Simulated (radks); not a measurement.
# P²⁺ in [Ne] 3s2 4s1: an all-electron calculation

The task here is to estimate one member of a computed series from the others.

The numbers are computed with radks (a radial shooting solver on a logarithmic mesh, Libxc functionals) version 1 (non-relativistic Kohn-Sham, PBEsol, spin-polarised, spherical densities, point nucleus; open shells are filled with parallel spins first), except any that are marked as measured or tabulated.

## Starting point

| Property | Result |
| --- | --- |
| element | phosphorus (Z = 15) |
| charge | +2 |
| electrons | 13 |
| configuration | [Ne] 3s2 4s1 |

The outer shells:

P²⁺
```
[Ne] core
3s [↑↓]
4s [↑ ]
```

Set-up of the first run:

Settings of this run:

```text
Z 15
configuration [Ne] 3s2 4s1
relativity non-relativistic
functional pbe_sol,pbe_sol
spin polarised
nucleus point
```

Command:

```bash
python run_ks.py task.json out
```

The same process makes all the runs of this session.

One of the session's tables, all rows but one given; the rest of the session is left out.

It belongs to the step «Shells». Radial moments (bohr):

| level | <r> | outermost maximum (interpolated) | 90 % within | nodes |
| --- | --- | --- | --- | --- |
| 1s up | 0.1041 | 0.0681 | 0.186 | 0 |
| 1s down | 0.1041 | 0.0681 | 0.186 | 0 |
| 2s up | 0.5212 | 0.421 | 0.818 | 1 |
| 2s down | 0.5211 | 0.421 | 0.818 | 1 |
| 2p up | 0.4842 | 0.354 | 0.809 | 0 |
| 2p down | ? | ? | ? | ? |
| 3s up | 1.695 | 1.48 | 2.52 | 2 |
| 3s down | 1.694 | 1.49 | 2.51 | 2 |
| 4s up | 4.014 | 3.82 | 5.68 | 3 |

Estimate the missing values for 2p down.

The run gave: <r>: 0.4841; outermost maximum (interpolated): 0.354; 90 % within: 0.809; nodes: 0. In the column «<r>» it lies between 1s down (0.1041) and 2p up (0.4842).
